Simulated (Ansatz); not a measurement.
**AlH2OF (SMILES [OH][AlH][F]): where methods fail along a bond**

AlH2OF: 5 atoms, total charge 0, spin state singlet. As SMILES, `[OH][AlH][F]`. The shape comes from GFN2-xTB, which is rough for such elements, and wasn't checked as a minimum. This is one conformer, not always the lowest.

```tsv
atom	x (Å)	y (Å)	z (Å)
O	-1.0217	0.3258	-0.3273
Al	0.4730	-0.1391	0.1441
F	0.7788	-1.5669	0.9121
H	-1.8711	0.6287	-0.6143
H	1.6411	0.7515	-0.1146
```

The O1–Al2 distance is scanned; the parts on either side stay rigid. Basis STO-3G, 7 core orbitals frozen in the correlated methods; program Ansatz 0.2.0. FCI is exact within this basis and core. Energies in eV from each method's value at 1.635 Å; methods without a U are spin-restricted. The shape above is that at 1.635 Å.

| distance (Å) | PBE | revPBE | r2SCAN | r2SCAN0 | CAM-B3LYP | MP2 | FCI |
| --- | --- | --- | --- | --- | --- | --- | --- |
| 1.635 | 0.00 | 0.00 | 0.00 | 0.00 | 0.00 | 0.00 | 0.00 |
| 2.043 | 2.31 | 2.25 | 2.51 | 2.70 | 2.66 | 2.90 | 2.80 |
| 3.270 | 6.18 | 5.98 | 6.58 | 7.39 | 7.63 | 6.48 | 4.32 |
| 4.087 | 6.33 | 6.12 | 6.74 | 7.71 | 8.13 | 5.13 | 4.32 |

Departure from the FCI curve at its largest: PBE +2.01 eV at 4.09 Å; revPBE +1.80 eV at 4.09 Å; r2SCAN +2.42 eV at 4.09 Å; r2SCAN0 +3.39 eV at 4.09 Å; CAM-B3LYP +3.80 eV at 4.09 Å; MP2 +2.16 eV at 3.27 Å. The curve of MP2 turns over, which the reference doesn't. Functionals converge differently with the basis, so for them the departure isn't an error alone.
